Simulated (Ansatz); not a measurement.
Basis-set extrapolation for `N[B]F` radical (PBE0-D4/def2-TZVP geometry, frozen core, the Gaussian-basis code of Ansatz). Multiplicity 2, UHF reference.

|  | def2-TZVPP | def2-QZVPP |
| --- | --- | --- |
| HF | -179.862379 | -179.870881 |
| MP2 correlation | -0.533847 | -0.578967 |
| CCSD(T) correlation | -0.565187 | not run |

Energies in hartree. Use E(X) = E(∞) + A·exp(−7.88·√X) for Hartree–Fock and E(X) = E(∞) + B·X^(−2.97) for correlation, with X = 3 and 4, and add CCSD(T) minus MP2 of the smaller set to the MP2 limit.

Q: What is the CCSD(T) energy at the basis-set limit?

A: HF limit: -179.870881 + (-0.008502) × 0.13774 = -179.87205. MP2 limit: -0.578967 + (-0.045120) × 0.74074 = -0.61239. Higher-order term: -0.565187 − (-0.533847) = -0.03134. Total: -180.51578 hartree, 231.6 kJ/mol below CCSD(T)/def2-TZVPP.
